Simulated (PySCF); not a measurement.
propiolamide: adiabatic energies of losing or gaining an electron at several levels

Structure: `C#CC(N)=O` (C3H3NO).

All levels share the PBE0-D3(BJ)/def2-SVP structures and the PBE0-D3(BJ)/def2-SVP thermal terms; only the single-point energies (PySCF) change. Values are adiabatic energies of losing or gaining an electron (0 K, eV).

Measured (NIST Chemistry WebBook): adiabatic ionisation energy 9.85 eV.

| level | ionisation energy to the radical cation | time |
| --- | --- | --- |
| ωB97X-D3(BJ)/def2-SV(P) | 9.85 | 22 s |
| ωB97X-D3(BJ)/ma-def2-TZVP | 9.95 | – |
| ωB97X-D3(BJ)/pcseg-1 | 10.02 | 24 s |
| LC-ωPBE/def2-SVPD | 10.06 | 62 s |

Times are wall times for all single points of a level on 1 thread of Arm Neoverse V1, a shared host; the dash marks the run that also made the structures. LC-ωPBE ran on a slower path of this set-up, which computes the density-fitting integrals anew in every SCF cycle while the other levels store them. This lengthens the times of such levels.

The spread: 0.21 eV, from 9.85 to 10.06.
